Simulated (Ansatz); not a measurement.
Ansatz (a program for electronic structure) input (CCSD(T)/6-31G*):

Ansatz 0.2 input:
```yaml
crystal:
  periodic: [false, false, false]
  atoms:
    - {symbol: C, position_ang: [0.90001168, -0.66433439, 0.02335932]}
    - {symbol: C, position_ang: [2.36193785, -0.21789905, 0.03889303]}
    - {symbol: C, position_ang: [-0.02985148, 0.48153405, -0.11870900]}
    - {symbol: H, position_ang: [0.66048486, -1.21536743, 0.93914298]}
    - {symbol: H, position_ang: [0.74173108, -1.38036463, -0.79710809]}
    - {symbol: H, position_ang: [3.02621892, -1.07787422, 0.13048143]}
    - {symbol: Cl, position_ang: [-1.72048215, 0.22932973, 0.03836588]}
    - {symbol: H, position_ang: [2.62212239, 0.30829953, -0.88178346]}
    - {symbol: H, position_ang: [2.55810446, 0.45311887, 0.87669814]}
    - {symbol: H, position_ang: [0.24694646, 1.41777863, -0.58091097]}
basis:
  gaussian:
    orbitals: 6-31G*
magnetization: {spin_polarized: true, initial_magnetization: 1}
correlation: {method: ccsd_t, electrons: outside_noble_gas}
```

Output:

```
Functional definition: HF
integrals: 0.10 GiB planned
793 factors; integrals over basis functions are off by at most 6.8e-4 eV
mean field: 0.24 GiB planned
mean field evaluation 1: about -15686.4575 eV, gradient 1.7e1 eV
mean field evaluation 2: about -15686.4612 eV, gradient 1.7e1 eV
mean field evaluation 4: about -15688.3263 eV, gradient 2.3e0 eV
mean field evaluation 8: about -15688.3842 eV, gradient 2.1e-3 eV
mean field evaluation 16: about -15688.3798 eV, gradient 3.0e-1 eV
mean field -15688.38421526 eV, -576.5374859419 hartree, gradient 4.3e-6 eV, S^2 0.765239; 0 other end points of the search recorded, 0 dependent functions left out
8 core orbitals not correlated
reference -15688.38421526 eV, -576.5374859419 hartree; 13, 12 occupied and 55, 56 virtual orbitals, 793 factors
second order -13.56294747 eV of doubles, -0.00000000 eV of singles
coupled cluster: 0.42 GiB planned
cycle   1  -14.48866493 eV  change   -9.3e-1 eV  update   8.1e-2
cycle   2  -14.89593268 eV  change   -4.1e-1 eV  update   2.5e-2
cycle   3  -14.97213870 eV  change   -7.6e-2 eV  update   1.2e-2
cycle   4  -14.97456882 eV  change   -2.4e-3 eV  update   4.9e-3
cycle   5  -14.97425024 eV  change    3.2e-4 eV  update   2.0e-3
cycle   6  -14.97413137 eV  change    1.2e-4 eV  update   6.1e-4
cycle   7  -14.97408748 eV  change    4.4e-5 eV  update   2.1e-4
cycle   8  -14.97408425 eV  change    3.2e-6 eV  update   8.7e-5
cycle   9  -14.97407021 eV  change    1.4e-5 eV  update   3.3e-5
cycle  10  -14.97406608 eV  change    4.1e-6 eV  update   1.3e-5
perturbative correction -0.41730225 eV, -0.0153355749 hartree
Total energy: -15703.77558358 eV, -577.1031082953 hartree
```

It need not be the lowest isomer of its formula.
